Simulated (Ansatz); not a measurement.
# triplet PH: levels of theory in one basis

```yaml
atoms:
  - { symbol: P, position_ang: [-0.0328, -0.0201, -0.7506] }
  - { symbol: H, position_ang: [0.0201, -0.0454, 0.7243] }
```

Basis set: def2-SVP (spherical functions). Frozen core: 5 orbitals. Correlation on ROHF uses semicanonical orbitals with singles. Charge 0, multiplicity 3.

Computed with Ansatz (development build ahead of 0.2.0); each method stands on the lowest determinant of its kind that the runs found.

```tsv
method	E − E(ROHF) (eV)	<S²> of the determinant
ROHF	0.00	–
UHF	-0.17	2.02
ROHF-MP2	-2.37	–
UHF-MP2	-2.36	2.02
ROHF-CCSD(T)	-3.02	–
UHF-CCSD(T)	-3.02	2.02
```
